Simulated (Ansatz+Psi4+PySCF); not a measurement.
Values are calculated unless marked as measured or tabulated.
This Psi4 input gave a total energy of -157.66922 hartree.

```
molecule {
0 2
Li 0.000000 0.000000 0.000000
O 0.000000 0.685350 1.675230
O 0.000000 -0.655060 1.601190
}

basis {
assign Li cc-pCVTZ
assign O cc-pVTZ
}
set reference uhf
set scf_type pk
set mp2_type conv
set cc_type conv
set num_frozen_docc 2
energy('mp2')
```

(1) Write an input for PySCF with the same method and basis set.

## Answers

(1)

```python
from pyscf import gto, scf, mp

mol = gto.M(atom="""
Li 0.000000 0.000000 0.000000
O 0.000000 0.685350 1.675230
O 0.000000 -0.655060 1.601190
""", basis={'Li': 'cc-pcvtz', 'O': 'cc-pvtz'}, charge=0, spin=1)
mf = scf.UHF(mol)
mf.kernel()
pt = mp.MP2(mf, frozen=2).run()
print(mf.e_tot, pt.e_corr, pt.e_tot)
```

PySCF 2.14.0 gave -157.66922 hartree, 0.03 meV from the first.
